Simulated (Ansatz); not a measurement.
Process, species as SMILES: S=C=S → C atom + 2 S atom
B3LYP-D3(BJ)/def2-TZVP geometries, fixed; electronic energies without zero-point terms.
Largest species:
```
C
S 1 1.5527
S 1 1.5527 2 180.00
```

Effect of the final integration grid (spheres per factor e of radius in core and valence, angular degree) at PBE0/cc-pV(T+d)Z with Ansatz (an electronic-structure program), against the last row, where the atomisation energy is 283.81 kcal/mol. Open shells are unrestricted. The default's grid is 13, 11, 36.

| setting | largest shift of a total energy (mEh) | shift of the atomisation energy (kcal/mol) |
|---|---|---|
| accuracy: medium (default) | 0.000 | 0.000 |
| final_grid: 4, 3, 11 | -0.418 | 0.558 |
| final_grid: 6, 5, 17 | 0.041 | -0.043 |
| final_grid: 8, 7, 23 | -0.001 | 0.000 |
| final_grid: 10, 9, 29 | 0.003 | -0.002 |
| final_grid: 18, 15, 47 | 0.000 | 0.000 |
| final_grid: 26, 22, 59 | 0.000 | 0.000 |

Within 0.1 kcal/mol in the atomisation energy: accuracy: medium (default); final_grid: 6, 5, 17; final_grid: 8, 7, 23; final_grid: 10, 9, 29; final_grid: 18, 15, 47. The largest shift is 0.418 mEh in a total energy and 0.558 kcal/mol in the difference.
